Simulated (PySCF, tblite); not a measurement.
**A complex of beryllium hydride and hydrogen sulfide**

A gas-phase complex of beryllium hydride and hydrogen sulfide; neutral, singlet. The structure comes from a short search (6 tight-binding starts) and was relaxed by PBE0-D3(BJ)/def2-TZVPD; another way of binding may lie lower. Frequencies by PBE0-D3(BJ)/def2-TZVPD show no clear imaginary mode.

| part | name | SMILES | atoms | charge | multiplicity |
| --- | --- | --- | --- | --- | --- |
| 1 | beryllium hydride | [BeH2] | 1–3 | 0 | 1 |
| 2 | hydrogen sulfide | S | 4–6 | 0 | 1 |

Coordinates in Å:
```
Be1     0.354    0.029    0.298
H2     -0.150    1.288    0.260
H3      0.265   -1.250   -0.146
S4      1.989    0.051    1.805
H5      2.925   -0.694    1.195
H6      2.600    1.216    1.536
```

| contact | kind (by geometry) | distance (Å) | angle (°) |
| --- | --- | --- | --- |
| Be1···S4 | bond | 2.224 | - |

The parts are joined by the bond Be1–S4, so these are energies of forming such bonds; deforming the relaxed parts to their shape in the adduct costs 5.6 kcal/mol, which the interaction energies leave out.

Interaction energies are complex less parts, with the parts frozen as they stand in it; counterpoise-corrected, in kcal/mol (PySCF).

Q: How strongly do the parts interact, level by level?

A: 
```tsv
level	interaction	superposition error removed
wB97M-D3(BJ)/def2-TZVPD	-13.68	-0.17
PBE0-D3(BJ)/def2-TZVPD	-16.17	-0.16
```

Q: What holds them together? Decompose the wB97M-D3(BJ)/def2-TZVPD energy: frozen parts, their antisymmetrised product, then relaxation.

A: electrostatic -29.5, Pauli repulsion +41.7, orbital relaxation -24.7, dispersion correction -1.5 kcal/mol, which sum to the value before the counterpoise correction; the Pauli term holds the exchange-correlation of the frozen density too. Of the attraction, 53 % is electrostatic, 44 % is orbital relaxation, 3 % is dispersion correction.

The parts were also relaxed and run alone, at the levels used for the complex: shieldings by PBE0/pcSseg-2; core levels by delta-SCF with SCAN, pcX-2 on the ionised atom and pcseg-1 elsewhere, spin-free X2C (2p3/2 is the spin-free 2p value less a third of a first-order spin-orbit splitting).

Values alone: shielding of Be1 (ppm): 77.9; shielding of S4 (ppm): 712.6; Be1 1s core level (eV): 121.80; S4 2p3/2 core level (eV): 170.37.

Q: What does binding change?

A: 
| property | alone | in the complex | change |
| --- | --- | --- | --- |
| shielding of Be1 (ppm) | 77.9 | 84.7 | +6.8 |
| shielding of S4 (ppm) | 712.6 | 637.1 | -75.6 |
| Be1 1s core level (eV) | 121.80 | 119.32 | -2.48 |
| S4 2p3/2 core level (eV) | 170.37 | 171.81 | +1.44 |

Q: What are the binding energy from relaxed parts (wB97M-D3(BJ)/def2-TZVPD), and ΔH and ΔG of association at 298.15 K and 1 atm?

A: -8.04 kcal/mol, -5.63 with zero-point energy; ΔH -6.6 and ΔG +1.1 kcal/mol, from harmonic vibrations by PBE0-D3(BJ)/def2-TZVPD with low modes damped.

The 5 runs behind this took 2 min in all, one thread each of Arm Neoverse V1 on a shared host, launched as `OMP_NUM_THREADS=1 python cluster_run.py task.json out`.
